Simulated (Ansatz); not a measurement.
```xyz
11

C     2.224    0.213   -1.009
C     1.042    0.099   -0.473
C    -0.122   -0.012    0.055
C    -1.512   -0.471   -0.050
C    -1.014    0.229    1.196
H     2.492    1.081   -1.604
H     2.979   -0.556   -0.878
H    -1.700   -1.539    0.006
H    -2.179    0.074   -0.710
H    -1.344    1.247    1.375
H    -0.865   -0.366    2.091
```

Charge 0, multiplicity 1.

Problem. List the r2SCAN/def2-TZVPP orbital energies in eV (Ansatz). (An estimate is asked.)

Solution. Ansatz gave: Occupied: -273.60, -273.60, -273.56, -273.42, -273.00, -22.98, -19.99, -17.04, -15.89, -13.38, -12.49, -11.95, -11.02, -9.45, -9.08, -8.21, -6.27, -6.14. Lowest empty: -0.51, -0.30, 1.68, 2.39, 2.39, 3.05, 3.79, 4.16.
